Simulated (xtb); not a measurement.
xtb input (GFN1-xTB):

```bash
xtb mol.xyz --gfn 1 --sp --chrg 0 --uhf 0
```
mol.xyz:
```
12

C      0.00294306     1.39046446     0.00403829
C      1.20564233     0.69266801     0.00734657
C      1.20269927    -0.69779645     0.00330827
C     -0.00294306    -1.39046446    -0.00403829
C     -1.20564233    -0.69266801    -0.00734657
C     -1.20269927     0.69779645    -0.00330827
H      0.00523441     2.47302785     0.00718236
H      2.14431017     1.23195330     0.01306633
H      2.13907575    -1.24107455     0.00588397
H     -0.00523441    -2.47302785    -0.00718236
H     -2.14431017    -1.23195330    -0.01306633
H     -2.13907575     1.24107455    -0.00588397
```

End of the output:

```
         :::::::::::::::::::::::::::::::::::::::::::::::::::::
         ::                     SUMMARY                     ::
         :::::::::::::::::::::::::::::::::::::::::::::::::::::
         :: total energy             -15.894622085564 Eh    ::
         :: gradient norm              0.008585424769 Eh/a0 ::
         :: HOMO-LUMO gap              4.818708268733 eV    ::
         ::.................................................::
         :: SCC energy               -16.185866028460 Eh    ::
         :: -> electrostatic           0.000609593014 Eh    ::
         :: repulsion energy           0.295898545291 Eh    ::
         :: dispersion energy         -0.004654602395 Eh    ::
         :: halogen bond corr.         0.000000000000 Eh    ::
         :: add. restraining           0.000000000000 Eh    ::
         :: total charge               0.000000000000 e     ::
         :::::::::::::::::::::::::::::::::::::::::::::::::::::

           -------------------------------------------------
          |                Property Printout                |
           -------------------------------------------------

    * Orbital Energies and Occupations

         #    Occupation            Energy/Eh            Energy/eV
      -------------------------------------------------------------
         1        2.0000           -0.6671655             -18.1545
       ...           ...                  ...                  ...
         3        2.0000           -0.6433265             -17.5058
         4        2.0000           -0.6103000             -16.6071
         5        2.0000           -0.6103000             -16.6071
         6        2.0000           -0.5807550             -15.8031
         7        2.0000           -0.5414726             -14.7342
         8        2.0000           -0.5319539             -14.4752
         9        2.0000           -0.5232731             -14.2390
        10        2.0000           -0.5232731             -14.2390
        11        2.0000           -0.5086701             -13.8416
        12        2.0000           -0.4662339             -12.6869
        13        2.0000           -0.4662339             -12.6869
        14        2.0000           -0.4359729             -11.8634
        15        2.0000           -0.4359729             -11.8634 (HOMO)
        16                         -0.2588886              -7.0447 (LUMO)
        17                         -0.2588886              -7.0447
        18                         -0.1338463              -3.6421
        19                         -0.1021486              -2.7796
        20                         -0.1021486              -2.7796
Note: The following floating-point exceptions are signalling: IEEE_DENORMAL
normal termination of xtb
        21                         -0.0978775              -2.6634
        22                         -0.0827146              -2.2508
        23                         -0.0827146              -2.2508
        24                         -0.0597452              -1.6257
        25                          0.2239677               6.0945
        26                          0.2248623               6.1188
       ...                                ...                  ...
        36                          0.6745671              18.3559
      -------------------------------------------------------------
                  HL-Gap            0.1770843 Eh            4.8187 eV
             Fermi-level           -0.3474307 Eh           -9.4541 eV

  Mulliken/CM5 charges         n(s)   n(p)   n(d)
     1C    -0.02873 -0.08476   1.058  2.970  0.000
     2C    -0.02873 -0.08476   1.058  2.970  0.000
     3C    -0.02873 -0.08476   1.058  2.970  0.000
     4C    -0.02873 -0.08476   1.058  2.970  0.000
     5C    -0.02873 -0.08476   1.058  2.970  0.000
     6C    -0.02873 -0.08476   1.058  2.970  0.000
     7H     0.02873  0.08476   0.971  0.000  0.000
     8H     0.02873  0.08476   0.971  0.000  0.000
     9H     0.02873  0.08476   0.971  0.000  0.000
    10H     0.02873  0.08476   0.971  0.000  0.000
    11H     0.02873  0.08476   0.971  0.000  0.000
    12H     0.02873  0.08476   0.971  0.000  0.000

Wiberg/Mayer (AO) data.
largest (>0.10) Wiberg bond orders for each atom

 ---------------------------------------------------------------------------
     #   Z sym  total        # sym  WBO       # sym  WBO       # sym  WBO
 ---------------------------------------------------------------------------
     1   6 C    3.996 --     2 C    1.442     6 C    1.442     7 H    0.975
                             4 C    0.114
     2   6 C    3.996 --     1 C    1.442     3 C    1.442     8 H    0.975
                             5 C    0.114
     3   6 C    3.996 --     4 C    1.442     2 C    1.442     9 H    0.975
                             6 C    0.114
     4   6 C    3.996 --     5 C    1.442     3 C    1.442    10 H    0.975
                             1 C    0.114
     5   6 C    3.996 --     4 C    1.442     6 C    1.442    11 H    0.975
                             2 C    0.114
     6   6 C    3.996 --     1 C    1.442     5 C    1.442    12 H    0.975
                             3 C    0.114
     7   1 H    1.004 --     1 C    0.975
     8   1 H    1.004 --     2 C    0.975
     9   1 H    1.004 --     3 C    0.975
    10   1 H    1.004 --     4 C    0.975
    11   1 H    1.004 --     5 C    0.975
    12   1 H    1.004 --     6 C    0.975
 ---------------------------------------------------------------------------

Topologies differ in total number of bonds
Writing topology from bond orders to xtbtopo.mol

 dipole moment from electron density (au)
     X       Y       Z
   0.0000  -0.0000  -0.0000  total (Debye):    0.000

           -------------------------------------------------
          | TOTAL ENERGY              -15.894622085564 Eh   |
          | GRADIENT NORM               0.008585424769 Eh/α |
          | HOMO-LUMO GAP               4.818708268733 eV   |
           -------------------------------------------------

------------------------------------------------------------------------
------------------------------------------------------------------------
 total:
 SCF:
```
